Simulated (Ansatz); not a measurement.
```xyz
7

C    -0.1616   -1.6386    0.0000
C     0.5850   -0.5250    0.0000
C     0.0000    0.7823    0.0000
H    -1.2452   -1.5982    0.0000
H     0.3060   -2.6164    0.0000
H     1.6699   -0.5721    0.0000
N    -0.4673    1.8678    0.0000
```

Basis set: pcseg-2 (spherical functions). Charge 0, multiplicity 3.

Computed with Ansatz (development build ahead of 0.2.0); each method stands on the lowest determinant of its kind that the runs found.

The atomization energy at this shape (free ground-state atoms in the same class of orbitals less the molecule, no zero-point energy) of triplet C3H3N:

```tsv
method	atomization energy
UHF	20.43 eV
ROHF	20.36 eV
```

(1) What does PBE (unrestricted) give?

Answers

(1) 30.65 eV. Caution: other spin multiplicities may lie lower. Caution for UHF: the unrestricted determinant is spin contaminated.

The shape needn't be a minimum at these levels.
